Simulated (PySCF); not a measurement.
System: zinc-blende CdS (metastable phase). Method: MP2 (PySCF, GTH pseudopotentials, Gaussian basis).

The cell has the measured lattice parameters. Conventional cell: a = 5.8180 Å, b = 5.8180 Å, c = 5.8180 Å, α = 90.00°, β = 90.00°, γ = 90.00°.

The correlation energy at a fixed DZ basis:

```tsv
k mesh	value (eV/atom)
2×2×2	-6.4825
3×3×3	-6.6734
4×4×4	-6.7317
```

### Question
Taking the value to converge with the number of k points N as 1/N, extrapolate from the last two rows.

### Answer
With y = y∞ + c/w and weights w = 27 and 64 for the last two rows, y∞ = (w2 y2 − w1 y1)/(w2 − w1) = (64 × -6.7317 − 27 × -6.6734)/37 = -6.7742 eV/atom, which lies 0.0425 beyond the last row. Successive pairs of rows give -6.7538, -6.7742. The limit also hangs on the law assumed, so its last digits aren't firm.

The other settings are not extrapolated, so this is the limit in one setting alone.
